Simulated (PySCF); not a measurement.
CHCl2F, SMILES FC(Cl)Cl, point group Cs.

Level: PBE0/pcSseg-1 in PySCF (density fitting, grid level 2); geometry and Hessian at that level, cubic constants and property derivatives from steps of ±0.6 along each species' dimensionless normal coordinates, second-order vibrational perturbation theory. The parent has the commonest isotopes.

Equilibrium geometry (Å):

| atom | x | y | z |
| --- | --- | --- | --- |
| F1 | -0.0541 | 1.1965 | -0.7087 |
| C2 | 0.0045 | 0.1008 | 0.0583 |
| Cl3 | 1.4981 | -0.7798 | -0.2963 |
| Cl4 | -1.4307 | -0.8929 | -0.2321 |
| H5 | 0.0166 | 0.3867 | 1.1100 |

Species: ¹³C at 2, ³⁷Cl at 3. Output of the displacement run:

```
mode    cm-1    km/mol   phi_rrr   E(+)/cm-1  E(-)/cm-1
  1    277.83     0.25      26.4      50.91      49.15
  2    372.66     0.04      -5.4      67.09      67.10
  3    460.12     2.15      32.6      83.98      81.68
  4    725.88    46.83     -64.6     128.25     133.06
  5    787.49   252.63      18.7     142.48     141.36
  6   1114.70   209.19     461.3     217.98     184.84
  7   1260.66    52.65      -0.5     228.85     228.31
  8   1337.93    14.82      79.4     244.53     239.56
  9   3163.36     2.88   -1986.6     503.83     646.31
```

For the shielding of F1 (σe = 261.72 ppm):

| mode | ω (cm⁻¹) | Σr φrrs (cm⁻¹) | ∂σ/∂q | ∂²σ/∂q² |
| --- | --- | --- | --- | --- |
| 1 | 278 | 36 | 4.567 | -0.623 |
| 2 | 373 | -11 | 0.056 | -3.145 |
| 3 | 460 | 169 | -0.465 | -2.099 |
| 4 | 726 | -374 | -9.182 | -2.156 |
| 5 | 787 | 21 | 0.249 | -4.171 |
| 6 | 1115 | 410 | 22.113 | -10.593 |
| 7 | 1261 | 2 | 0.012 | -1.498 |
| 8 | 1338 | 18 | -2.720 | -3.208 |
| 9 | 3163 | -991 | -7.410 | -2.064 |

**Question.** Work out the zero-point average of this shielding.

**Answer.** With ⟨qs⟩ = −Σr φrrs/(4ωs) and ⟨qs²⟩ = 1/2: the mean displacements are -0.032, 0.007, -0.092, 0.129, -0.007, -0.092, 0.000, -0.003, 0.078. The anharmonic term Σ (∂σ/∂q)⟨q⟩ is -3.89 ppm, the harmonic term ¼ Σ ∂²σ/∂q² is -7.39 ppm, so ⟨σ⟩ = 250.44 ppm.
